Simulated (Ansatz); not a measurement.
## bcc W

The numbers are results of LDA (plane waves, PAW; Ansatz, a program for electronic structure), not measurements.

Numerical settings: plane-wave cutoff 500 eV, 4×4×4 k mesh, Fermi–Dirac smearing 0.1 eV, cell of 54 sites, scalar-relativistic PAW data made under PBE.

Cell: relaxed at this level.

```
Quantity                                      Value
------------------------------------------  -------
vacancy formation energy                    3.37 eV
vacancy formation energy before relaxation  3.45 eV
```

Measured, for comparison: vacancy formation energy 3.6 ± 0.2 eV (not corrected to a static lattice, monovacancy, our sources range from 3.60 to 4.60; as tabulated in J. N. Mundy, S. T. Ockers, L. C. Smedskjaer, Vacancy migration enthalpy in …). Computed (rounded) less measured: vacancy formation energy not scored (sources differ).

Note: energies are extrapolated to zero smearing, and mesh and cell size move such values by some hundredths of an eV or more.

Spin–orbit coupling is not included.

The computed numbers hold no vibrational or temperature effects.

Cost on a shared machine: about 15 core-minutes (a rough figure).
